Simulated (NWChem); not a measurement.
A series in which one site is exchanged, each optimised at B3LYP/6-31G* with NWChem, gas phase unless a solvent is named. Pople sets run with spherical d functions. This build's default masses of Se (78.918 u) and Br (79.917 u) are each other's, which moves their modes by up to 0.6 %.

A: ClC(Cl)F (CHCl2F; site = F)
B: C(Cl)(Br)Cl (CHBrCl₂; site = Br)
C: ClC(Cl)Cl (CHCl3; site = Cl)
D: ClCCl (CH$_{2}$Cl$_{2}$; site = H)

Values for A:

- dipole (D), B3LYP/6-31G* = 1.39
- highest harmonic frequency (cm⁻¹), B3LYP/6-31G* = 3175
- static polarisability, PBE0/def2-SVPD (bohr³) = 43.9
- lowest singlet excitation, PBE0/def2-SVPD, TDA (eV) = 6.96
- SMD solvation free energy in water, B3LYP/6-31G* (kcal/mol) = -0.9

Task: How do these values change for the other members?

Result: 
```
change from A                                                    B      C      D
-----------------------------------------------------------  -----  -----  -----
dipole (D), B3LYP/6-31G*                                     -0.19  -0.11  +0.46
highest harmonic frequency (cm⁻¹), B3LYP/6-31G*                +35    +27    +48
static polarisability, PBE0/def2-SVPD (bohr³)                +20.6  +12.8   -1.0
lowest singlet excitation, PBE0/def2-SVPD, TDA (eV)          -1.61  -0.73  -0.23
SMD solvation free energy in water, B3LYP/6-31G* (kcal/mol)   -0.7   -0.6   -1.4
```
